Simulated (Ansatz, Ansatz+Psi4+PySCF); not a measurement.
```xyz
2

C     0.0000    0.0000   -0.6962
O     0.0000    0.0000    0.5221
```

Basis set: cc-pVTZ (spherical functions). Correlated methods keep 2 orbitals frozen. Charge 0, multiplicity 1.

Computed with Ansatz (development build ahead of 0.2.0); each method stands on the lowest determinant of its kind that the runs found. Restricted open shells among the atoms or ions are ROHF, correlated in semicanonical orbitals with singles.

The atomization energy at this shape (free ground-state atoms in the same class of orbitals less the molecule, no zero-point energy) of singlet CO:

```json
{"method": "RHF-MP2", "atomization energy": "1079.5 kJ/mol"}
```

Task: What does RHF give?

Result: 687.5 kJ/mol. Caution: the shape is not the minimum.
